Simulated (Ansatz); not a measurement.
Cost and result for the atomization energy of C3H3FO (`FC1=COC1`) (8 atoms, 8 bonds).

```xyz
8

F     1.7413   -0.8325   -0.7892
C     0.7037   -0.3005   -0.1765
C     0.4016    0.1187    1.0461
O    -0.9020    0.5150    0.7413
C    -0.6670    0.0828   -0.6313
H     0.8183    0.2179    2.0364
H    -0.7484    0.9238   -1.3218
H    -1.3476   -0.7251   -0.9050
```

Charge 0, multiplicity 1. Geometry: relaxed with PBE0-D4/def2-TZVP. Program: Ansatz. All runs use 2 threads of an Arm Neoverse V2 on a shared host. Times are those of one run each, without the atoms' runs, and a repeat can differ threefold. Electronic energies, without spin–orbit coupling; frozen cores. CCSD(T)/CBS adds CCSD(T) − MP2 in def2-TZVPP to the MP2 limit, and its time is that of the two runs behind it. T1 = 0.013. B3LYP takes the VWN-RPA correlation (the form of Gaussian; ORCA's B3LYP/G).

CCSD(T)/CBS is a level of theory with its own doubt, some kJ/mol a heavy atom from the limit and from the frozen cores, so smaller differences don't rank the functionals.

| level | functions | wall time |
| --- | --- | --- |
| revPBE-D4/def2-TZVPP | 197 | 1.9 s |
| PBE0-D4/def2-TZVPP | 197 | 2.2 s |
| PBE-D4/def2-TZVPP (with forces) | 197 | 2.3 s |
| CAM-B3LYP-D4/def2-TZVPP | 197 | 2.6 s |
| B3LYP-D4/def2-TZVPP (with forces) | 197 | 2.9 s |
| CCSD(T)/def2-SVP | 85 | 3.4 s |
| r2SCANh-D4/def2-TZVPP | 197 | 4 s |
| B2PLYP/def2-TZVPP | 197 | 4.2 s |
| ωB97X-V/def2-TZVPP | 197 | 6.5 s |
| ωB97M-V/def2-TZVPP (with forces) | 197 | 8.5 s |
| MP2/def2-QZVPP | 375 | 16 s |
| CCSD(T)/def2-TZVPP | 197 | 77 s |
| CCSD(T)/CBS(def2) | – | 93 s |

Task: What atomization energy does each give, and how far from CCSD(T)/CBS? (An estimate is asked.)

Result: Computed: 
```json
{"level": "revPBE-D4/def2-TZVPP", "atomization (kcal/mol)": "812.6", "difference from CCSD(T)/CBS": "13.0", "per bond": "1.6"}
{"level": "PBE0-D4/def2-TZVPP", "atomization (kcal/mol)": "812.3", "difference from CCSD(T)/CBS": "12.7", "per bond": "1.6"}
{"level": "PBE-D4/def2-TZVPP (with forces)", "atomization (kcal/mol)": "841.2", "difference from CCSD(T)/CBS": "41.6", "per bond": "5.2"}
{"level": "CAM-B3LYP-D4/def2-TZVPP", "atomization (kcal/mol)": "804.7", "difference from CCSD(T)/CBS": "5.1", "per bond": "0.6"}
{"level": "B3LYP-D4/def2-TZVPP (with forces)", "atomization (kcal/mol)": "799.3", "difference from CCSD(T)/CBS": "-0.3", "per bond": "0.0"}
{"level": "CCSD(T)/def2-SVP", "atomization (kcal/mol)": "761.4", "difference from CCSD(T)/CBS": "-38.2", "per bond": "-4.8"}
{"level": "r2SCANh-D4/def2-TZVPP", "atomization (kcal/mol)": "797.8", "difference from CCSD(T)/CBS": "-1.8", "per bond": "-0.2"}
{"level": "B2PLYP/def2-TZVPP", "atomization (kcal/mol)": "793.2", "difference from CCSD(T)/CBS": "-6.4", "per bond": "-0.8"}
{"level": "ωB97X-V/def2-TZVPP", "atomization (kcal/mol)": "803.4", "difference from CCSD(T)/CBS": "3.8", "per bond": "0.5"}
{"level": "ωB97M-V/def2-TZVPP (with forces)", "atomization (kcal/mol)": "804.6", "difference from CCSD(T)/CBS": "5.0", "per bond": "0.6"}
{"level": "MP2/def2-QZVPP", "atomization (kcal/mol)": "818.3", "difference from CCSD(T)/CBS": "18.7", "per bond": "2.3"}
{"level": "CCSD(T)/def2-TZVPP", "atomization (kcal/mol)": "777.2", "difference from CCSD(T)/CBS": "-22.4", "per bond": "-2.8"}
{"level": "CCSD(T)/CBS(def2)", "atomization (kcal/mol)": "799.6", "difference from CCSD(T)/CBS": "0.0", "per bond": "0.0"}
```

The D4 term adds +4.8 kcal/mol with B3LYP and +2.4 kcal/mol with PBE0; it sums over pairs of atoms, weighted by their polarisabilities, and B3LYP, whose exchange is more repulsive, gets the larger term. Leaving LDA and LC-ωPBE aside and taking each functional with its dispersion term where it has one, the values, not all of them listed here, spread over 81.9 kcal/mol, from BHLYP-D4 to PBE-D4. LDA lies +122.4 kcal/mol from PBE without D4, its usual overbinding. From PBE to PBE0 (25 % exact exchange), in def2-TZVPP and without D4, the atomization energy moves by −28.4 kcal/mol: exact exchange takes away binding that semilocal exchange gives to molecules.
